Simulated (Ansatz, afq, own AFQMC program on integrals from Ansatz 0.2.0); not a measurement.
Two steps: Ansatz 0.2.0 writes the Fock matrix and Cholesky factors of the valence space, and afq projects on them the lowest state that overlaps trial and start.

```yaml
crystal:
  periodic: [false, false, false]
  atoms:
    - {symbol: B, position_ang: [0.000000, 0.000000, 0.000000]}
basis:
  gaussian: {orbitals: aug-cc-pVTZ}
total_charge: -1
magnetization: {spin_polarized: false}
correlation: {method: ccsd_t, electrons: outside_noble_gas, hamiltonian_folder: ham}
```

```sh
$ ansatz run in.yaml --threads 1 --pin off --events-out ev --progress --plain --max-ram 16896MiB --backend cuda --devices 0, --max-vram 18GiB
```

Options of the walk:

```
--method phaseless --trial cisd --walkers 20 --populations 1 --least-time 40 --time-step 0.02 --steps-per-block 5 --equilibration-blocks 100 --max-blocks 200 --target-error 0.00048 --factor-cut 1e-05 --seed 3549 --taylor-order 6
```

Times are imaginary, in 1/Eh. The walk had a cap of 60 s.

Log:

```
orbitals 45  electrons 2 2  factors 270 of 270
reference energy -24.47673454 Eh
CCSD correlation -0.10436498 Eh in 15 cycles, weight of the determinant in the CISD state 0.8413
energy of the start -24.581098 Eh
 block  time / (1/Eh)  mean weight  energy / Eh
     1     0.100  0.9859  -24.580928
     2     0.200  1.0006  -24.580933
     3     0.300  1.0053  -24.580912
     4     0.400  1.0016  -24.580792
     5     0.500  0.9915  -24.580842
    10     1.000  1.0018  -24.581872
    43     4.300  1.0088  -24.580075
    78     7.800  0.9963  -24.591058
   113    11.300  1.0061  -24.606501
   148    14.800  1.0090  -24.583818
   183    18.300  1.0063  -24.585249
   218    21.800  0.9946  -24.579120
   253    25.300  1.0066  -24.584970
   288    28.800  1.0036  -24.605051
   295    29.500  1.0073  -24.602908
blocks merged  error / Eh  count
     1  0.000587  200
     2  0.000800  100
     4  0.001062  50
     8  0.001358  25
    16  0.001723  12
energy -24.590565 +/- 0.001358 Eh
(rows thinned)
```

The run failed at least one of its tests; the cautions name the faults.

Against this walk (error 36.9 meV) on the same determinant: CCSD(T) 126.9 meV higher, CCSDT(Q) 36.4 meV higher (within the noise), full CI 10.2 meV higher (within the noise), a separate phaseless walk with a CISD trial and standard settings 128.7 ± 37.1 meV higher. The error is statistical and leaves out the bias of the constraint. The determinant is a poor start (see the cautions), so the low cluster orders aren't to be relied on, and full CI is the sure value.

Cautions: constraint bias not in the error; error not settled; error above the target (36.9 against 13.1 meV); another spin lies lower (by 486 meV); at this level and basis the anion state lies above a neutral one; restricted determinant unstable towards unrestricted (UHF 948 meV lower, ⟨S²⟩ 1.03); the determinant fills the p orbitals unequally in pairs, so it mixes two states of the atom (¹D and ¹S), and each level undoes that mixture to a different degree, while full CI gives the lower state; CCSDT(Q) on the UHF determinant differs (514 meV lower), perhaps since the unrestricted series falls towards higher spin; the sampling time fell short of the least asked; so few walkers bias the energy; the time-step error isn't removed.

The walk took 6 s on 1 × NVIDIA H100 80GB HBM3 with 2 threads of AMD EPYC 7R13 Processor (Zen 3), on a shared host (the card was shared). The log's last line is the phaseless energy.

CCSDT and higher add their correlation energy to the determinant of the CCSD(T) run, since their own runs factorise the integrals more tightly (a shift of under 2 meV).
